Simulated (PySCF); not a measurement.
# Working out the ionisation energy of Cl

Cl [Ne] 3s2 3p5 (2P) → Cl⁺ [Ne] 3s2 3p4 (3P). Calculation: PySCF 2.14, in Sapporo-DZP-2012 (5s4p2d, 27 functions); the spin-free X2C one-electron Hamiltonian (Gaussian nucleus). Frozen: [Ne]. Energies in hartree (1 hartree = 27.21139 eV):

| part | Cl (lower) | Cl⁺ (upper) |
| --- | --- | --- |
| UHF | -460.685278 | -460.253025 |
| CCSD correlation | -0.137151 | -0.113559 |
| (T) | -0.001768 | -0.001415 |

Question: What does Hartree-Fock give?

Answer: (-460.253025) − (-460.685278) = 0.432253 hartree = 11.762 eV.

Question: What do CCSD and CCSD(T) give?

Answer: The CCSD correlation energies differ by 0.023592 hartree = 0.642 eV and the triples by 0.000353 hartree = 0.010 eV, so CCSD gives 12.404 eV and CCSD(T) 12.414 eV.

Measured between the centres of the two terms (NIST): 12.974 eV, so CCSD(T) (valence) is off by -0.560 eV.

A double-zeta basis recovers only part of the correlation energy.

What remains against the reference includes basis incompleteness, the frozen core and higher excitations.
